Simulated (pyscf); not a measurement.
InH [singlet] + H₂S → HS–In [singlet] + H₂, a four-centre exchange (singlet surface; H–In, H–S broken, In–S, H–H formed). Single points on ωB97X-D3(BJ)/def2-SVP structures (PySCF, gas phase). Energies in eV from the separated reactants.

AM1 to PM7: differences of heats of formation from MOPAC, which are fitted to 298 K values and so differ in kind from electronic energies by zero-point and thermal terms. 

Problem. Quick AM1 single points give ΔE‡ = -0.23 eV and ΔE = -1.43 eV. What does ωB97M-D3(BJ)/def2-TZVP give, and how far is the quick result from it?

Solution. ωB97M-D3(BJ)/def2-TZVP gives ΔE‡ = 0.12 eV and ΔE = -1.20 eV. AM1 lies 0.34 eV under it in the barrier and 0.23 eV under it in the reaction energy, so on this step it does not hold to within 0.13 eV. At AM1 this geometry lies under one side, so its ΔE‡ may be no barrier of that level. ωB97M-D3(BJ)/def2-TZVP has limits of its own. On the reactant side the descent ends in a bound adduct, 0.38 eV under the separated species and 0.29 eV under the saddle at ωB97X-D3(BJ)/def2-TZVP. At ωB97X-D3(BJ)/def2-TZVP the barrier from the zero used here is -0.09 eV. One saddle was located; it need not be the lowest between these sides. In the def2 sets elements past Kr carry core potentials, without spin-orbit coupling.
